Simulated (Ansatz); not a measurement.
# Cobalt, hcp under RPBE: from relaxation to bulk modulus

The plan for cobalt in the hcp structure: relax it, solve it on a dense k-mesh, switch on spin-orbit coupling, then scale the cell to 7 volumes from 88 to 112 % of the relaxed one and try a fit of the equation of state. The k-meshes are 14×14×8 for the relaxation; 24×24×13 for the dense run; 14×14×8 for spin-orbit coupling; 24×24×13 for the volumes. The starting cell is the deposited one, from the Crystallography Open Database.

Method: DFT RPBE, plane waves (420 eV) with PAW, scalar-relativistic; the PAW data stem from PBE, with regenerated cores, in Ansatz 0.2.0.

## Step 1: The structure to begin with

The structure is hexagonal, space group P6_3/mmc (No. 194). Conventional cell: a = 2.507 Å, b = 2.507 Å, c = 4.069 Å, α = 90.00°, β = 90.00°, γ = 120.00°. Co (site symmetry -6m2) is surrounded by 12 Co at 2.50 to 2.51 Å.

Structure file:

```
CELL_PARAMETERS angstrom
2.50710 0.00000 0.00000
-1.25355 2.17121 0.00000
0.00000 0.00000 4.06860
ATOMIC_POSITIONS crystal
Co 0.33333 0.66667 0.25000
Co 0.66667 0.33333 0.75000
```

## Step 2: Relaxing cell and atoms

File input.yaml:

```yaml
crystal:
  lattice:
    - [2.5070990085, 0.0, 0.0]
    - [-1.2535495042, 2.1712114311, 0.0]
    - [0.0, 0.0, 4.0686]
  atoms:
    - { symbol: Co, position: [0.3333333333, 0.6666666667, 0.25] }
    - { symbol: Co, position: [0.6666666667, 0.3333333333, 0.75] }
hamiltonian:
  xc: rpbe
  pseudopotentials:
    kind: paw
    azcp:
      Co: "pseudopotentials/Co.paw.azcp"
basis:
  ecutwfc: 420
  fft_grid_basis: typed
kpoints:
  mp_grid: { grid: [14, 14, 8], shift: [0, 0, 0] }
magnetization:
  spin_polarized: false
scf:
  occupations: { method: fermi_dirac, width: 0.1 }
relax:
  max_steps: 60
  f_tol: 0.01
  cell: {}
```

Further steps of the session: Dense single point; Spin-orbit coupling switched on; At 88 % of the relaxed volume; At 92 % of the relaxed volume; At 96 % of the relaxed volume; At 100 % of the relaxed volume; At 104 % of the relaxed volume; At 108 % of the relaxed volume; At 112 % of the relaxed volume.

Q: Predict the outcome of this session. Wanted: space group; conventional cell; volume; shortest distance; gap on the mesh; relative to hcp, ferromagnetic; V₀, B₀, B₀′.

As calculated:

```
                      quantity                                   value
space group (spins left aside)                      P6_3/mmc (No. 194)
             conventional cell  a = 2.478 Å, c = 3.993 Å (c/a = 1.611)
                        volume                          10.617 Å³/atom
             shortest distance                                 2.456 Å
   against the measured volume                 -4.1 % (11.074 Å³/atom)
               gap on the mesh            none (levels filled in part)
relative to hcp, ferromagnetic                           +257 meV/atom
                   V₀, B₀, B₀′            10.575 Å³/atom, 234 GPa, 4.8
```

**Reading.** RPBE puts the volume 4.1 % below the deposited one. Real cobalt is ferromagnetic, and a cell without moments comes out smaller. The deposited cell holds zero-point motion and, unless taken cold, thermal expansion, which account for some of this. The same structure in its ferromagnetic state, relaxed in a run of its own, lies 257 meV/atom lower. Levels at the Fermi energy are filled in part, as in a metal. Totals with and without spin-orbit coupling (-0.25 eV/atom apart) can't be read as binding, since the two-component data shift the zero of energy. B₀ comes out at 234 GPa, too stiff, partly because the moments are missing; letting shape and positions relax at each volume could only lower it.
